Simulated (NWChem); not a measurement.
# Basis-set convergence for ClNa

SMILES: [Na][Cl]
```xyz
2

Na     0.0000     0.0000    -1.4253
Cl     0.0000     0.0000     0.9223
```
Charge 0, spin multiplicity 1.

The numbers come from NWChem runs, not from measurements. The geometry was optimised at PBE/def2-SVP, a minimum by its harmonic frequencies.

Quantity: dipole moment at the level B3LYP.

B3LYP has NWChem's definition, with VWN1-RPA local correlation. The Pople sets run with spherical d functions. The structure started from a generated list of species.

Task: In def2-QZVP the value is 8.61 D. Among STO-3G, pcseg-1, def2-SVP, cc-pVDZ, 6-31+G*, 6-311G**, cc-pVTZ, def2-TZVPP, aug-cc-pVTZ, which is the smallest basis within 0.03 D of it?

Result: No smaller set comes that close. def2-QZVP isn't the basis-set limit itself, and a small set can land close by cancellation.

```
basis        functions  dipole moment (D)
-----------  ---------  -----------------
STO-3G              18               9.14
pcseg-1             28               9.02
def2-SVP            33               7.95
cc-pVDZ             36               8.51
6-31+G*             44               8.95
6-311G**            52               8.95
cc-pVTZ             68               8.56
def2-TZVPP          74               8.53
aug-cc-pVTZ        100               8.73
def2-QZVP          116               8.61
```
